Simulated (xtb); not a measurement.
**C2H2FNO (SMILES [H]/N=C1\OC1F): GFN2-xTB (symmetry threshold 0.001)**

Aim: vibrational wavenumbers of C2H2FNO. 

The calculation is run with xtb 6.7.1.

2 further runs of the same task are left out: 2 set aside as unsound or not needed.

### 1 The system as given

C2H2FNO: 7 atoms, total charge 0, spin state singlet. As SMILES, `[H]/N=C1\OC1F`. The shape was relaxed beforehand at GFN2-xTB.

Bond lengths: N1–C2 1.228 Å, C2–O3 1.348 Å, C2–C4 1.435 Å, O3–C4 1.422 Å, C4–F5 1.346 Å, N1–H6 1.016 Å, C4–H7 1.084 Å. Some angles: N1–C2–O3 147.0°, N1–C2–C4 151.6°, O3–C2–C4 61.4°, C2–O3–C4 62.3°, C2–C4–O3 56.3°, C2–C4–F5 119.8°, O3–C4–F5 114.8°, C2–N1–H6 116.8°, C2–C4–H7 125.1°, O3–C4–H7 117.0°.

### 2 The harmonic vibrations at GFN2-xTB (symmetry threshold 0.001)

xcontrol

```
$chrg 0
$spin 0
$symmetry
   desy=0.001
$end
```

geom.xyz

```xyz
7

N     -1.06314    -0.15257     1.26669
C     -0.33298     0.09859     0.31238
O      0.17400     1.04213    -0.50625
C      0.58479    -0.30343    -0.71509
F      1.87004    -0.55562    -0.40290
H     -1.53725     0.63445     1.70095
H      0.30454    -0.76356    -1.65578
```

Started as:

```sh
$ xtb --hess --gfn2 --input xcontrol --parallel 1 -- geom.xyz > geom.out 2> xtb.err
```

What values should one expect? Wanted: total energy; dipole moment; HOMO energy; LUMO energy; HOMO–LUMO gap; dispersion energy; mean polarisability; lowest harmonic wavenumber; highest harmonic wavenumber.

Computed results:

Level: GFN2-xTB (symmetry threshold 0.001).

```
                      quantity         value
                  total energy  -16.95834 Eh
                 dipole moment        1.86 D
                   HOMO energy     -11.75 eV
                   LUMO energy      -7.13 eV
                 HOMO–LUMO gap       4.62 eV
             dispersion energy  -7.42 kJ/mol
mean polarisability (D4 model)    35.5 bohr³
    lowest harmonic wavenumber      232 cm⁻¹
   highest harmonic wavenumber     3350 cm⁻¹
             zero-point energy  110.1 kJ/mol
```

All 15 modes are real, so the shape is a minimum at this level.
